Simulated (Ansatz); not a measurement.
Basis-set extrapolation for AlCl₂H (`[Cl][AlH][Cl]`) (PBE0-D4/def2-TZVP geometry, frozen core, the Gaussian-basis code of Ansatz). Multiplicity 1, RHF reference.

```json
{"": "HF", "def2-TZVPP": "-1161.680412", "def2-QZVPP": "-1161.713016"}
{"": "MP2 correlation", "def2-TZVPP": "-0.448926", "def2-QZVPP": "-0.495108"}
{"": "CCSD(T) correlation", "def2-TZVPP": "-0.508617", "def2-QZVPP": "-0.555704"}
```

Energies in hartree. Use E(X) = E(∞) + A·exp(−7.88·√X) for Hartree–Fock and E(X) = E(∞) + B·X^(−2.97) for correlation, with X = 3 and 4.

Problem. What is the CCSD(T) energy at the basis-set limit?

Solution. HF limit: -1161.713016 + (-0.032604) × 0.13774 = -1161.71751. Correlation limit: -0.555704 + (-0.047087) × 0.74074 = -0.59058. Total: -1162.30809 hartree, 3.24 eV below CCSD(T)/def2-TZVPP.
